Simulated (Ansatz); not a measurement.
CH$_{3}$⁺, singlet in cc-pVTZ: errors against RCCSDT(Q)

Geometry: that of the CH3⁺, triplet, kept fixed.

```xyz
4

C     0.0000    0.0000    0.0548
H     0.0000    0.6835   -0.8953
H     0.0000    0.0000    1.1377
H     0.0000   -0.6835   -0.8953
```

Basis cc-pVTZ; Ansatz 0.2.0. Correlated methods freeze the noble-gas cores, which leaves 6 electrons in 71 orbitals. R marks a restricted (for open shells ROHF) determinant. Active spaces: valence = (6e, 7o) chosen from the atoms' valence shells.

Full CI isn't at hand for all of this; RCCSDT(Q) serves as the reference, and is uncertain by about the last step of the cluster series.

- UHF ⟨S²⟩: 0.000
- T1 diagnostic (RCCSD): 0.0061
- largest doubles amplitude (RCCSD): 0.053

```
                   level  E − E(RCCSDT(Q)) (kJ/mol)  share of correlation (%)  wall time
                     RHF                      434.7                      0.00          –
                    RMP2                       71.1                     83.64          –
                   RCCSD                       11.3                     97.40          –
                RCCSD(T)                        1.5                     99.65     0.63 s
                 BCCD(T)                        1.5                     99.66     0.93 s
                  RCCSDT                        0.3                     99.93          –
  CASSCF (valence space)                      234.5                     46.06          –
  NEVPT2 (valence space)                       59.0                     86.43      1.3 s
  MRCISD (valence space)                        9.4                     97.84          –
MRCISD+Q (valence space)                        2.9                     99.33      2.6 s
```

The correlation energy at RCCSDT(Q), counted from RHF, is -4.505 eV. That run took 15 s on 1 thread of Intel Xeon, shared host.

Times hold each run's SCF and search for its determinant on a shared host, so for small cases they say little of a method's own cost; they ran on 1 thread of Intel Xeon.

Natural occupations of CASSCF (valence space) about the gap: 1.979 1.971 1.965 0.033 0.024 0.015 0.013; effectively unpaired electrons, Σ n²(2−n)², 0.02.
